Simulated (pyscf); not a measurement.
HO–SiH₂–F + hydrogen (H₂) → silanol (HO–SiH₃) + hydrogen fluoride (HF) (four-centre exchange; singlet surface; F–Si, H–H broken, H–Si, F–H formed). Structures and frequencies: ωB97X-D3(BJ)/def2-SVP in PySCF. Energies in eV from the separated reactants.

```tsv
level	barrier	reaction energy
ωB97X-D3(BJ)/def2-TZVP	2.51	+1.44
PBE/def2-TZVP	2.19	+1.40
r²SCAN/def2-TZVP	2.38	+1.52
B3LYP-D3(BJ)/def2-TZVP	2.51	+1.47
M06-2X/def2-TZVP	2.66	+1.55
HF/def2-TZVP	3.30	+1.42
```

The functionals in the table span 0.46 eV in this barrier, from PBE to M06-2X. On the product side the descent ends in a complex, 0.17 eV under the separated species and 1.25 eV under the saddle at ωB97X-D3(BJ)/def2-TZVP. The same reactants have a lower exit, to F–SiH₃ + H₂O (barrier +2.22 eV at ωB97M-D3(BJ)/def2-TZVP, against +2.49 eV here). One saddle was located; it need not be the lowest between these sides.
